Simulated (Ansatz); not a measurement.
C4H5, SMILES [CH2]C#CC, a ladder of methods at one geometry

Program: the Python package of Ansatz (0.2.0).

The script, `methods.py`:
```python
"""C4H5 at several levels of theory."""

from pathlib import Path

import ansatz as az
from ase import Atoms
import numpy as np

atoms = Atoms(["C", "C", "C", "C", "H", "H", "H", "H", "H"], positions=[
    (-1.86, 0.6903, -0.9823),
    (-0.7273, 0.2702, -0.3775),
    (0.2494, -0.1177, 0.1337),
    (1.582, -0.5866, 0.7828),
    (-2.1751, 0.3808, -2.0016),
    (-2.5518, 1.4539, -0.4809),
    (1.5422, -1.6876, 0.8492),
    (2.4285, -0.2646, 0.2145),
    (1.6007, -0.185, 1.8449),
])
c4h5 = az.Crystal.molecule_from_ase(atoms)

base = c4h5.calculation().basis(gaussian="def2-SVP").spin("collinear", total=1)

print("functional    E (Ha)        dipole (D)   HOMO (eV)  LUMO (eV)")
for name in ["cam_b3lyp", "revpbe", "r2scan0", "pbe", "blyp"]:
    summary = base.functional(name).forces().orbitals().run(runs_dir="runs").report
    lines = Path(summary["orbitals_path"]).read_text().splitlines()
    field_of = lambda key: [line.split("=")[1].strip() for line in lines if line.startswith(key)]
    orbitals = [(27.211386 * float(e), s, float(n)) for e, s, n in zip(field_of("Ene="), field_of("Spin="), field_of("Occup="))]
    homo = max(e for e, _, n in orbitals if n > 0.5)
    lumo = min(e for e, _, n in orbitals if n < 0.5)
    dipole = 4.803205 * np.linalg.norm(summary["charge_distribution"]["dipole_moment_e_ang"])
    print(f"{name:10s} {summary['free_energy_ev'] / 27.211386246:14.6f} {dipole:9.3f} {homo:11.3f} {lumo:10.3f}")
```

```console
$ python methods.py
functional    E (Ha)        dipole (D)   HOMO (eV)  LUMO (eV)
cam_b3lyp     -155.098337     0.873      -7.034     -0.700
revpbe        -155.154063     0.941      -4.473     -2.832
r2scan0       -155.080350     0.830      -6.178     -1.402
pbe           -154.980017     0.949      -4.498     -2.938
blyp          -155.117118     0.975      -4.260     -2.813
```

Reading the output:
- Total energies depend on the basis set; only differences at equal settings carry meaning.
- The geometry is a force-field or estimated start, not a minimum of this method, and the basis set is short of its limit. A lower total doesn't mark the better method: functionals have no common bound, and MP2 and coupled cluster aren't variational.
- The species is open-shell (spin multiplicity 2).
- Levels such as HOMO and LUMO are orbital energies: with these approximate functionals they aren't the ionisation energy and electron affinity, and their gap isn't the fundamental gap.
- Timing: 18 s on 1 thread of Arm Neoverse V2 (shared host), peak memory 0.29 GiB.
